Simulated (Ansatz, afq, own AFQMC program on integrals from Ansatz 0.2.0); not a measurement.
## BH3Br, doublet: AFQMC among the cluster methods

```xyz
5

B    -2.6310    0.0000    0.0000
H    -3.2278    1.0336    0.0000
H    -3.2278   -1.0336    0.0000
H    -1.2320    0.0000    0.0000
Br    0.4530    0.0000    0.0000
```

Connectivity, by distances: BH2 ··· Br, 1 bridging H.

Basis cc-pVTZ. Only valence electrons are correlated. Integrals, coupled cluster, full CI and functionals: Ansatz 0.2.0; the random walks run on the same integrals in our own AFQMC program. ph-AFQMC/CISD is guided by a CISD state made of CCSD amplitudes; releasing the constraint for a short imaginary time cuts its bias at the price of noise, slowly where states lie close. ± is one standard error of the sampling. No spin–orbit coupling.

Determinant: UHF, the one that the program's search chose, which needn't be the lowest solution. The geometry is a point of a scan.

No full CI on the walks' own integrals is used here. The released AFQMC energy serves as the reference, which it does only where one determinant dominates, the energy is flat over the last release times and near the phaseless one (40 meV or 2 meV an electron, half that with transition metals). On small molecules, where full CI could be run and the noise was under 10 meV, such values lay within 10 meV of it in 19 cases of 20, a flattering rate, since the rule was set on those same cases; what remains of the bias isn't in the error bar.

Cautions: no relativity below Rb; no spin-orbit coupling; inner d shell frozen; the released value is read at 1.62 1/Eh, later times being too noisy (meV from the phaseless value at times in 1/Eh: -5 ± 5 at 0.24, 0 ± 3 at 0.51, 0 ± 4 at 0.99, -5 ± 4 at 1.62, -6 ± 11 at 2.40).

* T1 diagnostic: 0.0128
* weight of the determinant in the CISD state: 0.872
* ⟨S²⟩ of the determinant: 0.781
* size of the correlated space: 13 electrons in 100 orbitals

```
  level  correlation energy (eV)
    MP2                  -7.2286
   CCSD                  -8.2800
CCSD(T)                  -8.5466
```

Question: Estimate where phaseless AFQMC with a CISD trial lies against CCSD(T) on the same integrals.

Answer: 3.5 ± 0.5 kJ/mol below CCSD(T).

Reference: AFQMC with the constraint released, correlation energy -8.588 ± 0.004 eV.

| level | E − E(reference) (kJ/mol) | share of correlation (%) |
| --- | --- | --- |
| CCSD(T) | 4.0 ± 0.4 | 99.52 |
| ph-AFQMC/CISD | 0.5 ± 0.7 | 99.94 |

A walk keeps the symmetry of its determinant, which the program's search chose and which needn't be the lowest solution, so a lower state of the same spin and another symmetry isn't excluded. Released energies are given only where the last usable release times agree within the noise; a slower fall can still hide under it.
